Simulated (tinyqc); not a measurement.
Inside a calculation (part 1 of 3). Method: UHF in the sto-3g basis, for H2O, spin multiplicity 3. Computed by tinyqc, a small Python program that keeps every step (integrals from PySCF). Settings: charge = 0, multiplicity = 3, basis = sto-3g, energy threshold = 1e-10, iteration cap = 75, orthogonalisation = symmetric, start = core, DIIS depth = 0, method = UHF. Command: `OMP_NUM_THREADS=1 python tinyqc.py 22853 22854 out.jsonl` (the two numbers bound the seeds that draw the settings). One thread of a shared host (Intel(R) Xeon(R) Processor @ 2.60GHz), about 0.2 s of CPU time with the checks. Later iterations appear only in the table of the cycle.

## One-electron integrals

Geometry (angstrom):
```
atom         x          y         z
O     0.000000   0.000000  0.000000
H     0.000000   0.977000  0.947000
H     0.000000  -0.977000  0.947000
```

Basis sto-3g: exponents (1/bohr^2) and contraction coefficients of normalised primitives:
```
element  l (shell)    exponent  coefficient
O            s (1)  130.709320     0.154329
O            s (1)   23.808861     0.535328
O            s (1)    6.443608     0.444635
O            s (2)    5.033151    -0.099967
O            s (2)    1.169596     0.399513
O            s (2)    0.380389     0.700115
O            p (3)    5.033151     0.155916
O            p (3)    1.169596     0.607684
O            p (3)    0.380389     0.391957
H            s (1)    3.425251     0.154329
H            s (1)    0.623914     0.535328
H            s (1)    0.168855     0.444635
```

Overlap, kinetic and nuclear-attraction integrals over the contracted functions; the nuclear repulsion is the sum of Za Zb / Rab.

nuclear repulsion = 6.49350872 hartree

overlap S:
```
           1O 1s     1O 2s    1O 2px     1O 2py    1O 2pz     2H 1s      3H 1s
1O 1s   1.000000  0.236704  0.000000   0.000000  0.000000  0.020959   0.020959
1O 2s   0.236704  1.000000  0.000000   0.000000  0.000000  0.253719   0.253719
1O 2px  0.000000  0.000000  1.000000   0.000000  0.000000  0.000000   0.000000
1O 2py  0.000000  0.000000  0.000000   1.000000  0.000000  0.174697  -0.174697
1O 2pz  0.000000  0.000000  0.000000   0.000000  1.000000  0.169333   0.169333
2H 1s   0.020959  0.253719  0.000000   0.174697  0.169333  1.000000   0.128505
3H 1s   0.020959  0.253719  0.000000  -0.174697  0.169333  0.128505   1.000000
```

kinetic energy T (hartree):
```
            1O 1s      1O 2s    1O 2px     1O 2py    1O 2pz      2H 1s      3H 1s
1O 1s   29.003200  -0.168011  0.000000   0.000000  0.000000  -0.006746  -0.006746
1O 2s   -0.168011   0.808128  0.000000   0.000000  0.000000   0.009276   0.009276
1O 2px   0.000000   0.000000  2.528731   0.000000  0.000000   0.000000   0.000000
1O 2py   0.000000   0.000000  0.000000   2.528731  0.000000   0.050886  -0.050886
1O 2pz   0.000000   0.000000  0.000000   0.000000  2.528731   0.049324   0.049324
2H 1s   -0.006746   0.009276  0.000000   0.050886  0.049324   0.760032  -0.009489
3H 1s   -0.006746   0.009276  0.000000  -0.050886  0.049324  -0.009489   0.760032
```

nuclear attraction V (hartree):
```
             1O 1s      1O 2s     1O 2px     1O 2py     1O 2pz      2H 1s      3H 1s
1O 1s   -61.396291  -7.367196   0.000000   0.000000  -0.010694  -0.666589  -0.666589
1O 2s    -7.367196  -9.829175   0.000000   0.000000  -0.134144  -1.798489  -1.798489
1O 2px    0.000000   0.000000  -9.722371   0.000000   0.000000   0.000000   0.000000
1O 2py    0.000000   0.000000   0.000000  -9.775065   0.000000  -1.066122   1.066122
1O 2pz   -0.010694  -0.134144   0.000000   0.000000  -9.771879  -1.062055  -1.062055
2H 1s    -0.666589  -1.798489   0.000000  -1.066122  -1.062055  -4.586006  -0.634731
3H 1s    -0.666589  -1.798489   0.000000   1.066122  -1.062055  -0.634731  -4.586006
```

core Hamiltonian H = T + V (hartree):
```
             1O 1s      1O 2s     1O 2px     1O 2py     1O 2pz      2H 1s      3H 1s
1O 1s   -32.393091  -7.535207   0.000000   0.000000  -0.010694  -0.673334  -0.673334
1O 2s    -7.535207  -9.021047   0.000000   0.000000  -0.134144  -1.789213  -1.789213
1O 2px    0.000000   0.000000  -7.193640   0.000000   0.000000   0.000000   0.000000
1O 2py    0.000000   0.000000   0.000000  -7.246334   0.000000  -1.015235   1.015235
1O 2pz   -0.010694  -0.134144   0.000000   0.000000  -7.243147  -1.012731  -1.012731
2H 1s    -0.673334  -1.789213   0.000000  -1.015235  -1.012731  -3.825974  -0.644220
3H 1s    -0.673334  -1.789213   0.000000   1.015235  -1.012731  -0.644220  -3.825974
```

## Two-electron integrals

Functions are numbered as in S; the eight-fold symmetry (ij|kl) = (ji|kl) = (kl|ij) leaves the list below.

Two-electron integrals (ij|kl) in chemists' order, unique and non-zero (hartree):
```
(11|11) 4.785065    (21|11) 0.741380    (21|21) 0.136873    (22|11) 1.118947
(22|21) 0.256633    (22|22) 0.817206    (31|31) 0.024477    (32|31) 0.037809
(32|32) 0.180518    (33|11) 1.115814    (33|21) 0.256684    (33|22) 0.817023
(33|33) 0.880159    (41|41) 0.024477    (42|41) 0.037809    (42|42) 0.180518
(43|43) 0.047444    (44|11) 1.115814    (44|21) 0.256684    (44|22) 0.817023
(44|33) 0.785270    (44|44) 0.880159    (51|51) 0.024477    (52|51) 0.037809
(52|52) 0.180518    (53|53) 0.047444    (54|54) 0.047444    (55|11) 1.115814
(55|21) 0.256684    (55|22) 0.817023    (55|33) 0.785270    (55|44) 0.785270
(55|55) 0.880159    (61|11) 0.066326    (61|21) 0.012157    (61|22) 0.022702
(61|33) 0.022662    (61|41) 0.000376    (61|42) 0.000716    (61|44) 0.022726
(61|51) 0.000365    (61|52) 0.000694    (61|54) 0.000062    (61|55) 0.022722
(61|61) 0.001092    (62|11) 0.191801    (62|21) 0.044677    (62|22) 0.161554
(62|33) 0.158661    (62|41) 0.002370    (62|42) 0.019632    (62|44) 0.163051
(62|51) 0.002297    (62|52) 0.019029    (62|54) 0.004255    (62|55) 0.162785
(62|61) 0.004050    (62|62) 0.042687    (63|31) 0.004283    (63|32) 0.026332
(63|43) 0.003877    (63|53) 0.003758    (63|63) 0.005546    (64|11) 0.108978
(64|21) 0.025681    (64|22) 0.099256    (64|33) 0.095006    (64|41) 0.005445
(64|42) 0.037412    (64|44) 0.105276    (64|51) 0.001126    (64|52) 0.010741
(64|54) 0.006197    (64|55) 0.097371    (64|61) 0.002408    (64|62) 0.031967
(64|64) 0.029246    (65|11) 0.105632    (65|21) 0.024892    (65|22) 0.096208
(65|33) 0.092089    (65|41) 0.001126    (65|42) 0.010741    (65|44) 0.094528
(65|51) 0.005375    (65|52) 0.036742    (65|54) 0.006241    (65|55) 0.101896
(65|61) 0.002334    (65|62) 0.030986    (65|64) 0.022973    (65|65) 0.027813
(66|11) 0.385978    (66|21) 0.091295    (66|22) 0.380645    (66|33) 0.367682
(66|41) 0.005221    (66|42) 0.061658    (66|44) 0.387543    (66|51) 0.005060
(66|52) 0.059765    (66|54) 0.019251    (66|55) 0.386342    (66|61) 0.008303
(66|62) 0.138055    (66|64) 0.118517    (66|65) 0.114878    (66|66) 0.774606
(71|11) 0.066326    (71|21) 0.012157    (71|22) 0.022702    (71|33) 0.022662
(71|41) -0.000376   (71|42) -0.000716   (71|44) 0.022726    (71|51) 0.000365
(71|52) 0.000694    (71|54) -0.000062   (71|55) 0.022722    (71|61) 0.001080
(71|62) 0.003950    (71|64) 0.002186    (71|65) 0.002280    (71|66) 0.008073
(71|71) 0.001092    (72|11) 0.191801    (72|21) 0.044677    (72|22) 0.161554
(72|33) 0.158661    (72|41) -0.002370   (72|42) -0.019632   (72|44) 0.163051
(72|51) 0.002297    (72|52) 0.019029    (72|54) -0.004255   (72|55) 0.162785
(72|61) 0.003950    (72|62) 0.034010    (72|64) 0.017829    (72|65) 0.024020
(72|66) 0.088346    (72|71) 0.004050    (72|72) 0.042687    (73|31) 0.004283
(73|32) 0.026332    (73|43) -0.003877   (73|53) 0.003758    (73|63) 0.004264
(73|73) 0.005546    (74|11) -0.108978   (74|21) -0.025681   (74|22) -0.099256
(74|33) -0.095006   (74|41) 0.005445    (74|42) 0.037412    (74|44) -0.105276
(74|51) -0.001126   (74|52) -0.010741   (74|54) 0.006197    (74|55) -0.097371
(74|61) -0.002186   (74|62) -0.017829   (74|64) -0.005407   (74|65) -0.012397
(74|66) -0.043834   (74|71) -0.002408   (74|72) -0.031967   (74|74) 0.029246
(75|11) 0.105632    (75|21) 0.024892    (75|22) 0.096208    (75|33) 0.092089
(75|41) -0.001126   (75|42) -0.010741   (75|44) 0.094528    (75|51) 0.005375
(75|52) 0.036742    (75|54) -0.006241   (75|55) 0.101896    (75|61) 0.002280
(75|62) 0.024020    (75|64) 0.012397    (75|65) 0.020983    (75|66) 0.067832
(75|71) 0.002334    (75|72) 0.030986    (75|74) -0.022973   (75|75) 0.027813
(76|11) 0.061370    (76|21) 0.014463    (76|22) 0.058088    (76|33) 0.056575
(76|44) 0.057419    (76|51) 0.001055    (76|52) 0.011050    (76|55) 0.060209
(76|61) 0.001302    (76|62) 0.016245    (76|64) 0.010694    (76|65) 0.013313
(76|66) 0.060927    (76|71) 0.001302    (76|72) 0.016245    (76|74) -0.010694
(76|75) 0.013313    (76|76) 0.008580    (77|11) 0.385978    (77|21) 0.091295
(77|22) 0.380645    (77|33) 0.367682    (77|41) -0.005221   (77|42) -0.061658
(77|44) 0.387543    (77|51) 0.005060    (77|52) 0.059765    (77|54) -0.019251
(77|55) 0.386342    (77|61) 0.008073    (77|62) 0.088346    (77|64) 0.043834
(77|65) 0.067832    (77|66) 0.269733    (77|71) 0.008303    (77|72) 0.138055
(77|74) -0.118517   (77|75) 0.114878    (77|76) 0.060927    (77|77) 0.774606
```

## Orthogonalisation

S = U s U^T; symmetric (Loewdin) form X = U s^(-1/2) U^T, so that X^T S X = 1.

eigenvalues of S: 0.580482  0.680470  0.882440  1.000000  1.119249  1.191025  1.546333

X:
```
            1O 1s      1O 2s    1O 2px     1O 2py     1O 2pz      2H 1s      3H 1s
1O 1s    1.022753  -0.128926  0.000000   0.000000  -0.004040   0.013133   0.013133
1O 2s   -0.128926   1.074385  0.000000   0.000000   0.034125  -0.132569  -0.132569
1O 2px   0.000000   0.000000  1.000000   0.000000   0.000000   0.000000   0.000000
1O 2py   0.000000   0.000000  0.000000   1.027036   0.000000  -0.101267   0.101267
1O 2pz  -0.004040   0.034125  0.000000   0.000000   1.022196  -0.086593  -0.086593
2H 1s    0.013133  -0.132569  0.000000  -0.101267  -0.086593   1.054320  -0.047207
3H 1s    0.013133  -0.132569  0.000000   0.101267  -0.086593  -0.047207   1.054320
```

## Starting guess

The start is the orbitals of the core Hamiltonian; D(s) = C_occ C_occ^T for each spin.

D(alpha) at the start:
```
            1O 1s      1O 2s    1O 2px     1O 2py     1O 2pz      2H 1s      3H 1s
1O 1s    1.063007  -0.273996  0.000000   0.000000  -0.014935   0.044100   0.044100
1O 2s   -0.273996   1.207238  0.000000   0.000000   0.095026  -0.280590  -0.280590
1O 2px   0.000000   0.000000  1.000000   0.000000   0.000000   0.000000   0.000000
1O 2py   0.000000   0.000000  0.000000   1.047482   0.000000  -0.085258   0.085258
1O 2pz  -0.014935   0.095026  0.000000   0.000000   1.061061  -0.180300  -0.180300
2H 1s    0.044100  -0.280590  0.000000  -0.085258  -0.180300   0.539323   0.525444
3H 1s    0.044100  -0.280590  0.000000   0.085258  -0.180300   0.525444   0.539323
```

D(beta) at the start:
```
            1O 1s      1O 2s    1O 2px     1O 2py     1O 2pz      2H 1s      3H 1s
1O 1s    1.061946  -0.265224  0.000000   0.000000  -0.010071   0.020581   0.020581
1O 2s   -0.265224   1.134720  0.000000   0.000000   0.054812  -0.086151  -0.086151
1O 2px   0.000000   0.000000  0.000000   0.000000   0.000000   0.000000   0.000000
1O 2py   0.000000   0.000000  0.000000   1.047482   0.000000  -0.085258   0.085258
1O 2pz  -0.010071   0.054812  0.000000   0.000000   1.038761  -0.072476  -0.072476
2H 1s    0.020581  -0.086151  0.000000  -0.085258  -0.072476   0.017985   0.004106
3H 1s    0.020581  -0.086151  0.000000   0.085258  -0.072476   0.004106   0.017985
```

## Iteration 1: building the Fock matrix

J_ij = sum D_kl (ij|kl) with D = D(alpha) + D(beta), K_ij = sum D_kl (ik|jl) for each spin; F = H + J - K(s); E = tr D H + tr D J / 2 - 0.5 sum_s tr D(s) K(s) + E_nn.

Coulomb J (hartree):
```
            1O 1s     1O 2s    1O 2px     1O 2py    1O 2pz     2H 1s      3H 1s
1O 1s   17.835322  3.374230  0.000000   0.000000  0.007386  0.300186   0.300186
1O 2s    3.374230  8.348765  0.000000   0.000000  0.058312  1.628762   1.628762
1O 2px   0.000000  0.000000  8.266810   0.000000  0.000000  0.000000   0.000000
1O 2py   0.000000  0.000000  0.000000   8.377847  0.000000  0.995688  -0.995688
1O 2pz   0.007386  0.058312  0.000000   0.000000  8.378255  0.977206   0.977206
2H 1s    0.300186  1.628762  0.000000   0.995688  0.977206  3.956526   0.590150
3H 1s    0.300186  1.628762  0.000000  -0.995688  0.977206  0.590150   3.956526
```

exchange K(alpha) (hartree):
```
           1O 1s     1O 2s    1O 2px     1O 2py    1O 2pz     2H 1s      3H 1s
1O 1s   4.921593  0.858442  0.000000   0.000000  0.000524  0.080859   0.080859
1O 2s   0.858442  1.440502  0.000000   0.000000  0.012282  0.273989   0.273989
1O 2px  0.000000  0.000000  1.181060   0.000000  0.000000  0.000000   0.000000
1O 2py  0.000000  0.000000  0.000000   1.187429  0.000000  0.128668  -0.128668
1O 2pz  0.000524  0.012282  0.000000   0.000000  1.190420  0.144537   0.144537
2H 1s   0.080859  0.273989  0.000000   0.128668  0.144537  0.458048   0.195882
3H 1s   0.080859  0.273989  0.000000  -0.128668  0.144537  0.195882   0.458048
```

exchange K(beta) (hartree):
```
           1O 1s     1O 2s    1O 2px     1O 2py    1O 2pz     2H 1s      3H 1s
1O 1s   4.895682  0.820321  0.000000   0.000000  0.000440  0.077166   0.077166
1O 2s   0.820321  1.250736  0.000000   0.000000  0.002808  0.207331   0.207331
1O 2px  0.000000  0.000000  0.298858   0.000000  0.000000  0.000000   0.000000
1O 2py  0.000000  0.000000  0.000000   1.132874  0.000000  0.101549  -0.101549
1O 2pz  0.000440  0.002808  0.000000   0.000000  1.132033  0.097753   0.097753
2H 1s   0.077166  0.207331  0.000000   0.101549  0.097753  0.061752   0.035952
3H 1s   0.077166  0.207331  0.000000  -0.101549  0.097753  0.035952   0.061752
```

F(alpha) (hartree):
```
             1O 1s      1O 2s     1O 2px     1O 2py     1O 2pz      2H 1s      3H 1s
1O 1s   -19.479363  -5.019420   0.000000   0.000000  -0.003833  -0.454008  -0.454008
1O 2s    -5.019420  -2.112784   0.000000   0.000000  -0.088114  -0.434440  -0.434440
1O 2px    0.000000   0.000000  -0.107890   0.000000   0.000000   0.000000   0.000000
1O 2py    0.000000   0.000000   0.000000  -0.055916   0.000000  -0.148216   0.148216
1O 2pz   -0.003833  -0.088114   0.000000   0.000000  -0.055312  -0.180061  -0.180061
2H 1s    -0.454008  -0.434440   0.000000  -0.148216  -0.180061  -0.327496  -0.249953
3H 1s    -0.454008  -0.434440   0.000000   0.148216  -0.180061  -0.249953  -0.327496
```

F(beta) (hartree):
```
             1O 1s      1O 2s    1O 2px     1O 2py     1O 2pz      2H 1s      3H 1s
1O 1s   -19.453452  -4.981299  0.000000   0.000000  -0.003749  -0.450314  -0.450314
1O 2s    -4.981299  -1.923018  0.000000   0.000000  -0.078640  -0.367782  -0.367782
1O 2px    0.000000   0.000000  0.774312   0.000000   0.000000   0.000000   0.000000
1O 2py    0.000000   0.000000  0.000000  -0.001361   0.000000  -0.121097   0.121097
1O 2pz   -0.003749  -0.078640  0.000000   0.000000   0.003074  -0.133278  -0.133278
2H 1s    -0.450314  -0.367782  0.000000  -0.121097  -0.133278   0.068800  -0.090022
3H 1s    -0.450314  -0.367782  0.000000   0.121097  -0.133278  -0.090022   0.068800
```

total energy of this density = -74.03048483 hartree

## Iteration 1: diagonalisation and new density

Diagonalise F' = X^T F X, C = X C', fill 6 alpha and 4 beta electrons from the bottom; D(s) = C_occ C_occ^T. Each column has its largest component positive (the first on a tie).

F' = X^T F X (alpha) (hartree):
```
            1          2          3          4          5          6          7
1  -19.108956  -2.637886   0.000000   0.000000  -0.013450  -0.025781  -0.025781
2   -2.637886  -1.179094   0.000000   0.000000  -0.031285  -0.172034  -0.172034
3    0.000000   0.000000  -0.107890   0.000000   0.000000   0.000000   0.000000
4    0.000000   0.000000   0.000000   0.001090   0.000000  -0.156252   0.156252
5   -0.013450  -0.031285   0.000000   0.000000  -0.005713  -0.137036  -0.137036
6   -0.025781  -0.172034   0.000000  -0.156252  -0.137036  -0.197438  -0.168336
7   -0.025781  -0.172034   0.000000   0.156252  -0.137036  -0.168336  -0.197438
```

orbital energies (alpha) (hartree): MO1 -19.489272, MO2 -0.915019, MO3 -0.339824, MO4 -0.235495, MO5 -0.107890, MO6 0.084580, MO7 0.207483

coefficients C (alpha):
```
              MO1        MO2        MO3        MO4       MO5        MO6        MO7
1O 1s    0.993962  -0.239449  -0.128596   0.000000  0.000000  -0.034275   0.000000
1O 2s    0.024984   0.893937   0.604873   0.000000  0.000000   0.204009   0.000000
1O 2px   0.000000   0.000000   0.000000   0.000000  1.000000   0.000000   0.000000
1O 2py   0.000000   0.000000   0.000000   0.596377  0.000000   0.000000   0.848320
1O 2pz   0.001385   0.100728  -0.320269   0.000000  0.000000   0.973828   0.000000
2H 1s   -0.003350   0.174091  -0.587364   0.500100  0.000000  -0.396318  -0.605670
3H 1s   -0.003350   0.174091  -0.587364  -0.500100  0.000000  -0.396318   0.605670
```

F' = X^T F X (beta) (hartree):
```
            1          2         3          4          5          6          7
1  -19.088812  -2.623853  0.000000   0.000000  -0.013527  -0.025320  -0.025320
2   -2.623853  -0.988434  0.000000   0.000000  -0.025311  -0.196618  -0.196618
3    0.000000   0.000000  0.774312   0.000000   0.000000   0.000000   0.000000
4    0.000000   0.000000  0.000000   0.052200   0.000000  -0.157056   0.157056
5   -0.013527  -0.025311  0.000000   0.000000   0.047160  -0.140184  -0.140184
6   -0.025320  -0.196618  0.000000  -0.157056  -0.140184   0.200554  -0.046159
7   -0.025320  -0.196618  0.000000   0.157056  -0.140184  -0.046159   0.200554
```

orbital energies (beta) (hartree): MO1 -19.461795, MO2 -0.710350, MO3 -0.093014, MO4 -0.054831, MO5 0.351285, MO6 0.391928, MO7 0.774312

coefficients C (beta):
```
              MO1        MO2        MO3        MO4        MO5        MO6       MO7
1O 1s    0.994504  -0.251289   0.000000   0.073122   0.074000   0.000000  0.000000
1O 2s    0.022817   0.961695   0.000000  -0.339076  -0.408518   0.000000  0.000000
1O 2px   0.000000   0.000000   0.000000   0.000000   0.000000   0.000000  1.000000
1O 2py   0.000000   0.000000   0.781250   0.000000   0.000000  -0.681881  0.000000
1O 2pz   0.001262   0.108063   0.000000   0.798877  -0.641231   0.000000  0.000000
2H 1s   -0.003012   0.092715   0.341466   0.292960   0.661780   0.707345  0.000000
3H 1s   -0.003012   0.092715  -0.341466   0.292960   0.661780  -0.707345  0.000000
```

D(alpha) after iteration 1:
```
            1O 1s      1O 2s    1O 2px     1O 2py     1O 2pz      2H 1s      3H 1s
1O 1s    1.063007  -0.273996  0.000000   0.000000  -0.014935   0.044100   0.044100
1O 2s   -0.273996   1.207238  0.000000   0.000000   0.095026  -0.280590  -0.280590
1O 2px   0.000000   0.000000  1.000000   0.000000   0.000000   0.000000   0.000000
1O 2py   0.000000   0.000000  0.000000   0.355666   0.000000   0.298248  -0.298248
1O 2pz  -0.014935   0.095026  0.000000   0.000000   1.061061  -0.180300  -0.180300
2H 1s    0.044100  -0.280590  0.000000   0.298248  -0.180300   0.782483   0.282284
3H 1s    0.044100  -0.280590  0.000000  -0.298248  -0.180300   0.282284   0.782483
```

D(beta) after iteration 1:
```
            1O 1s      1O 2s    1O 2px     1O 2py     1O 2pz      2H 1s      3H 1s
1O 1s    1.057531  -0.243766  0.000000   0.000000   0.032516  -0.004872  -0.004872
1O 2s   -0.243766   1.040351  0.000000   0.000000  -0.166928  -0.010241  -0.010241
1O 2px   0.000000   0.000000  0.000000   0.000000   0.000000   0.000000   0.000000
1O 2py   0.000000   0.000000  0.000000   0.610352   0.000000   0.266771  -0.266771
1O 2pz   0.032516  -0.166928  0.000000   0.000000   0.649884   0.244054   0.244054
2H 1s   -0.004872  -0.010241  0.000000   0.266771   0.244054   0.211030  -0.022169
3H 1s   -0.004872  -0.010241  0.000000  -0.266771   0.244054  -0.022169   0.211030
```
